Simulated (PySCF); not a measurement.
# H2O2 (hydrogen peroxide): CCSDT/STO-3G

Aim: the vertical singlet–triplet gap of H2O2 (hydrogen peroxide) at CCSDT/STO-3G, from 2 runs. Input form: a Python script.

The calculation is run with PySCF 2.14.0.

9 further runs of the same task are left out: 9 set aside as unsound or not needed.

**1. The molecule**

H2O2 has 4 atoms, charge 0, and is taken as a singlet. SMILES: `OO`. The coordinates come from a PBE0-D4/def2-TZVP relaxation.

Bond lengths: O1–O2 1.426 Å, O1–H3 0.965 Å, O2–H4 0.965 Å. Angles: O1–O2–H4 101.1°, O2–O1–H3 101.1°.

**2. The energy at CCSDT/STO-3G**

input.xyz

```xyz
4

O     -0.486800    -0.581100     0.030600
O      0.048300     0.728400     0.206900
H      0.186400    -1.117000     0.467400
H      0.252100     0.969800    -0.704900
```

calc.py

```python
from pyscf import gto, cc

molecule = gto.M(
    atom='input.xyz',
    max_memory=1860,
    verbose=3,
    basis='sto-3g',
)

hf = molecule.RHF()
hf.conv_tol = 1e-10
hf.kernel()
if not hf.converged:
    hf = hf.newton().run(hf.mo_coeff, hf.mo_occ)

mycc = cc.CCSDT(hf, frozen=2)
mycc.kernel()
e_final = mycc.e_tot
print('E = %.10f Eh' % e_final)
```

The run is started by

```
OMP_NUM_THREADS=1 python calc.py
```

Standard output:

```text
converged SCF energy = -148.760540624267
_make_eris_incore_RCCSDT

WARN: A large `blksize` is being used, which may cause large memory consumption
      for storing contraction intermediates. If memory is sufficient, consider using
      `pyscf.cc.rccsdt_highm.RCCSDT` instead.

RCCSDT converged
E(RCCSDT) = -148.8653577029725   E_corr = -0.1048170787052714
E_corr(same-spin) = -0.004645440204634
E_corr(oppo-spin) = -0.100171638500637
E = -148.8653577030 Eh
```

Wall time 0.95 s (1 thread of Arm Neoverse V1, shared host); peak memory 0.12 GiB.

**3. The triplet, same level**

run.py

```python
from pyscf import gto, scf, cc

molecule = gto.M(
    atom=[
    ('O', (-0.486800, -0.581100, 0.030600)),
    ('O', (0.048300, 0.728400, 0.206900)),
    ('H', (0.186400, -1.117000, 0.467400)),
    ('H', (0.252100, 0.969800, -0.704900)),
],
    max_memory=1860,
    verbose=4,
    basis='sto-3g',
    spin=2,
)

mf = scf.UHF(molecule)
mf.conv_tol = 1e-10
mf.kernel()
if not mf.converged:
    mf = mf.newton().run(mf.mo_coeff, mf.mo_occ)

mycc = cc.CCSDT(mf, frozen=2)
mycc.kernel()
etot = mycc.e_tot
print('Final energy', etot)
```

The run is started by

```
OMP_NUM_THREADS=1 python run.py
```

Standard output:

```text
PySCF version 2.14.0

[INPUT] num. atoms = 4
[INPUT] num. electrons = 18
[INPUT] charge = 0
[INPUT] spin (= nelec alpha-beta = 2S) = 2
[INPUT] symmetry False subgroup None
[INPUT] Mole.unit = angstrom
[INPUT] Symbol           X                Y                Z      unit          X                Y                Z       unit  Magmom
[INPUT]  1 O     -0.486800000000  -0.581100000000   0.030600000000 AA   -0.919918677438  -1.098119850985   0.057825619412 Bohr   0.0
[INPUT]  2 O      0.048300000000   0.728400000000   0.206900000000 AA    0.091273771816   1.376476509133   0.390984335173 Bohr   0.0
[INPUT]  3 H      0.186400000000  -1.117000000000   0.467400000000 AA    0.352244949619  -2.110824081139   0.883257990622 Bohr   0.0
[INPUT]  4 H      0.252100000000   0.969800000000  -0.704900000000 AA    0.476399956003   1.832656395603  -1.332067945206 Bohr   0.0

nuclear repulsion = 37.2831187913281
number of shells = 8
number of NR pGTOs = 36
number of NR cGTOs = 12
basis = sto-3g
ecp = {}

[... 20 lines left out ...]
WARN: HOMO 0.128739623208676 >= LUMO -0.298990407989592
[... 54 lines left out ...]
converged SCF energy = -148.516730443809  <S^2> = 2.0060515  2S+1 = 3.0040316
[... 17 lines left out ...]
WARN: A large `blksize_v_aaa` is being used, which may cause large memory consumption
[... 3 lines left out ...]
WARN: A large `blksize_v_aab` is being used, which may cause large memory consumption
[... 10 lines left out ...]
Init t2, MP2 energy = -0.0701403645613024
[... 20 lines left out ...]
UCCSDT converged
[... 3 lines left out ...]
Final energy -148.6194888667859
```

Run time: 1.1 s. Hardware: 1 thread of Arm Neoverse V1, shared host; peak memory 0.1 GiB.

**4. Outcome**

Level: CCSDT/STO-3G, 2 core orbitals frozen.

| quantity | value |
| --- | --- |
| singlet: total energy | -148.86536 Eh |
| singlet: dipole moment (Hartree–Fock density) | 1.57 D |
| singlet: HOMO energy (Hartree–Fock orbitals) | -9.92 eV |
| singlet: LUMO energy (Hartree–Fock orbitals) | 13.16 eV |
| singlet: HOMO–LUMO gap (Hartree–Fock orbitals) | 23.08 eV |
| singlet: correlation energy (2 core orbitals frozen) | -104.8 mEh |
| singlet: T1 diagnostic | 0.007 |
| triplet: total energy | -148.61949 Eh |
| triplet: dipole moment (Hartree–Fock density) | 1.17 D |
| triplet: HOMO energy (Hartree–Fock orbitals) (highest over α and β) | -3.67 eV |
| triplet: LUMO energy (Hartree–Fock orbitals) (lowest over α and β) | 6.13 eV |
| triplet: correlation energy (2 core orbitals frozen) | -102.8 mEh |
| triplet: ⟨S²⟩ of the reference determinant | 2.006 |
| triplet: T1 diagnostic | 0.011 |
| vertical energy of the triplet above the singlet | 6.690 eV |

What this shows: At this shape the triplet lies 6.69 eV (154 kcal/mol) above the singlet. In a minimal basis such a difference can be off by several eV, whatever the method. Mulliken charges (singlet) of the mean-field density run from -0.20 on O1 to +0.20 on H3. Mulliken charges (triplet) of the mean-field density run from -0.17 on O1 to +0.17 on H3.
